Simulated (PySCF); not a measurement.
Vertical excitation energies

C5H6O.
SMILES: `C=C=CC(C)=O`

Computed with TDDFT B3LYP/def2-SVPD, vertical, gas phase, core orbitals frozen in the response (PySCF 2.14.0, density-fitted response routines). Isolated species at its PBE0-D3(BJ)/def2-SVP geometry (one conformer only). Torsions of this conformer, `[CH2:1]=[C:2]=[CH:3][C:4]([CH3:5])=[O:6]`: C2–C3–C4–C5 -2°.

```csv
state,E (eV),λ (nm),ν̃ (cm⁻¹),f,"main configurations (H = HOMO, L = LUMO)"
S1,3.81,325.3,30740,0.0001,H→L (98%)
S2,5.25,236.1,42350,0.0001,H-2→L (95%)
S3,5.59,221.7,45100,0.0078,"H→L+1 (68%), H-1→L (29%)"
S4,5.93,209.2,47790,0.0003,H-1→L+1 (98%)
S5,6.24,198.8,50290,0.498,"H-1→L (59%), H→L+1 (27%)"
S6,6.54,189.5,52760,0.025,H→L+2 (93%)
```

The lowest singlet comes at 325 nm (368 kJ/mol) in the ultraviolet; it is dark (f under 0.0005); its leading configuration is HOMO→LUMO (98%). The strongest level in the table is S5 at 6.24 eV (199 nm, f = 0.498). Löwdin shares by element: HOMO oxygen 56%, carbon 27% or more (atoms not listed hold the other 16%); LUMO carbon 57% or more, oxygen 23% (atoms not listed hold the other 20%). Of the 6 states listed, 2 reach f = 0.01 and 3 stay under 0.0005. Orbital energies (eV): HOMO-3 -10.23, HOMO-2 -8.42, HOMO-1 -7.99, HOMO -7.11, LUMO -1.78, LUMO+1 -0.62, LUMO+2 0.22. The oscillator strengths of these states sum to 0.531; summed over the whole spectrum of an exact calculation they would give the number of electrons, 44 (Thomas–Reiche–Kuhn). No computed singlet lies in the visible range (380 to 750 nm); the lowest, at 325 nm, stands 0.55 eV above its violet end (3.26 eV). Singlets were solved by full linear response.

The run took 29 s on one thread, Arm Neoverse N1, no GPU, on a shared host.
